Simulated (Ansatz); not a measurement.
Si2 (disilicon): methods side by side

Si2 has 2 atoms, charge 0, and is taken as a triplet. SMILES: `[Si]=[Si]`. Geometry: relaxed at GFN2-xTB.

```xyz
2

Si    0.0000    0.0000    0.0000
Si    0.0000    0.0000    2.1742
```

Each level gives the energy change with the Si1–Si2 bond stretched from 2.174 to 4.348 Å (eV). The values are calculated.

```
         level                    kind  program  value (eV)  CPU time (all runs)
     UHF/3-21G            Hartree–Fock   Ansatz        1.10                2.3 s
  UBHLYP/3-21G           global hybrid   Ansatz        2.26                 26 s
 U-wB97X/3-21G  range-separated hybrid   Ansatz        2.43                 86 s
 UB2PLYP/3-21G           double hybrid   Ansatz        2.53                 80 s
 RPA@PBE/3-21G                     RPA   Ansatz        1.97                 51 s
    UMP2/3-21G     perturbation theory   Ansatz        1.93                4.2 s
UCCSD(T)/3-21G   coupled cluster or CI   Ansatz        2.08                5.1 s
```

The first shape isn't each level's own minimum. The values span 1.10 to 2.53 eV. Spin contamination of the reference (⟨S²⟩ at least 0.1 too high) touches UHF/3-21G, UBHLYP/3-21G, U-wB97X/3-21G, UB2PLYP/3-21G, RPA@PBE/3-21G, UMP2/3-21G, UCCSD(T)/3-21G. The coupled-cluster rows rest on a doubtful reference here (large T1 or Brueckner and Hartree–Fock orbitals at odds), and rows may lie in different states. All rows use very small basis sets, so none should be taken for the real molecule's value. CPU times are rough (shared hosts, several kinds of processor and program).
